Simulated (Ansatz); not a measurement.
Basis-set extrapolation for `CCCCC(C)(C)C` (PBE0-D4/def2-TZVP geometry, frozen core, Ansatz). Multiplicity 1, RHF reference.

|  | def2-TZVPP | def2-QZVPP |
| --- | --- | --- |
| HF | -313.547653 | -313.562478 |
| MP2 correlation | -1.424365 | -1.511314 |
| CCSD(T) correlation | -1.573367 | not run |

Energies in hartree. Use E(X) = E(∞) + A·exp(−7.88·√X) for Hartree–Fock and E(X) = E(∞) + B·X^(−2.97) for correlation, with X = 3 and 4, and add CCSD(T) minus MP2 of the smaller set to the MP2 limit.

Q: What is the CCSD(T) energy at the basis-set limit?

A: HF limit: -313.562478 + (-0.014825) × 0.13774 = -313.56452. MP2 limit: -1.511314 + (-0.086949) × 0.74074 = -1.57572. Higher-order term: -1.573367 − (-1.424365) = -0.14900. Total: -315.28924 hartree, 4.58 eV below CCSD(T)/def2-TZVPP.
